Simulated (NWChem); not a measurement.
dichloromethane (CH2Cl2); SMILES ClCCl

All runs: NWChem. Pople sets run with spherical d functions. Each level has its own optimisation. Entropies are gas-phase, rigid-rotor, harmonic values for NWChem's default masses at 298.15 K and 1 bar, so the errors hold that model's part too (torsions, anharmonicity).

Measured entropy at 1 bar: 64.6 cal/(mol K) (CRC Handbook, as tabulated in the package chemicals).

```csv
level,entropy at 1 bar (cal/(mol K)),computed − measured
Hartree-Fock/STO-3G,64.1,-0.5
Hartree-Fock/3-21G,[?],[?]
Hartree-Fock/6-31G*,64.1,-0.5
B3LYP/6-31G*,64.6,0.0
"LDA (Slater exchange, VWN5)/def2-SVP",64.6,0.0
PBE/def2-SVP,64.7,+0.1
BLYP/def2-SVP,[?],[?]
PBE0/def2-SVP,64.4,-0.2
```

Question: What belongs in the gaps?

Answer: 
- Hartree-Fock/3-21G, entropy at 1 bar (cal/(mol K)): 64.8
- Hartree-Fock/3-21G, computed − measured: +0.2
- BLYP/def2-SVP, entropy at 1 bar (cal/(mol K)): 64.9
- BLYP/def2-SVP, computed − measured: +0.3
